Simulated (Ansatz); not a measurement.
Two isomers of C4H6F2: A = `F[C@H]1C[C@@H](F)C1`, B = `C/C(F)=C(/C)F`.

Calculated with Ansatz (gas phase, PBE0-D4/def2-TZVP geometries, no zero-point term in ΔE). CCSD(T)/CBS adds triple-zeta CCSD(T) − MP2 to the extrapolated MP2 energy (def2 sets, frozen cores). DFT in def2-TZVPP.

Which is lower in electronic energy at CCSD(T)/CBS, and by how much? (Best estimate.)

Computed: B, by 3.9 kcal/mol.

Give E(B) − E(A) in kcal/mol with B2PLYP, ωB97M-V, CCSD(T)/def2-TZVPP, PBE0-D4, r2SCAN-D4, HF/def2-TZVPP, MP2/def2-TZVPP. (Estimate.)

Ansatz gave: B2PLYP -6.4, ωB97M-V -3.6, CCSD(T)/def2-TZVPP -3.8, PBE0-D4 -3.0, r2SCAN-D4 -6.3, HF/def2-TZVPP -5.2, MP2/def2-TZVPP -2.5. None reverses the order clearly.

Largest T1 diagnostic: 0.011.

In def2-TZVPP, CCSD(T) changes the Hartree–Fock value by +1.5 kcal/mol (the triples alone add −0.5 kcal/mol) and MP2 by +2.7 kcal/mol. From PBE to PBE0 (25 % exact exchange), in def2-TZVPP and without D4, E(B) − E(A) moves by +2.7 kcal/mol.
